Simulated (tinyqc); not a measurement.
Inside a calculation. Method: extended Hueckel theory, for CO+. The parameters take no account of the charge, which enters only through the electron count. One step of it, computed by the program tinyqc.

Task: Wolfsberg-Helmholz matrix. H_ij = K' S_ij (H_ii + H_jj)/2 for i != j (the diagonal keeps H_ii), with K' = 1.5.

overlap S:
```
            1C 2s    1C 2px    1C 2py     1C 2pz     2O 2s    2O 2px    2O 2py     2O 2pz
1C 2s    1.000000  0.000000  0.000000   0.000000  0.323661  0.000000  0.000000  -0.279195
1C 2px   0.000000  1.000000  0.000000   0.000000  0.000000  0.176382  0.000000   0.000000
1C 2py   0.000000  0.000000  1.000000   0.000000  0.000000  0.000000  0.176382   0.000000
1C 2pz   0.000000  0.000000  0.000000   1.000000  0.411264  0.000000  0.000000  -0.301812
2O 2s    0.323661  0.000000  0.000000   0.411264  1.000000  0.000000  0.000000   0.000000
2O 2px   0.000000  0.176382  0.000000   0.000000  0.000000  1.000000  0.000000   0.000000
2O 2py   0.000000  0.000000  0.176382   0.000000  0.000000  0.000000  1.000000   0.000000
2O 2pz  -0.279195  0.000000  0.000000  -0.301812  0.000000  0.000000  0.000000   1.000000
```

diagonal H_ii (eV): 1C 2s -21.400000, 1C 2px -11.400000, 1C 2py -11.400000, 1C 2pz -11.400000, 2O 2s -32.300000, 2O 2px -14.800000, 2O 2py -14.800000, 2O 2pz -14.800000

K = 1.500000

Give: H.

Result:

H (eV):
```
           1C 2s    1C 2px    1C 2py    1C 2pz     2O 2s    2O 2px    2O 2py    2O 2pz
1C 2s   -21.4000    0.0000    0.0000    0.0000  -13.0354    0.0000    0.0000    7.5802
1C 2px    0.0000  -11.4000    0.0000    0.0000    0.0000   -3.4659    0.0000    0.0000
1C 2py    0.0000    0.0000  -11.4000    0.0000    0.0000    0.0000   -3.4659    0.0000
1C 2pz    0.0000    0.0000    0.0000  -11.4000  -13.4792    0.0000    0.0000    5.9306
2O 2s   -13.0354    0.0000    0.0000  -13.4792  -32.3000    0.0000    0.0000    0.0000
2O 2px    0.0000   -3.4659    0.0000    0.0000    0.0000  -14.8000    0.0000    0.0000
2O 2py    0.0000    0.0000   -3.4659    0.0000    0.0000    0.0000  -14.8000    0.0000
2O 2pz    7.5802    0.0000    0.0000    5.9306    0.0000    0.0000    0.0000  -14.8000
```
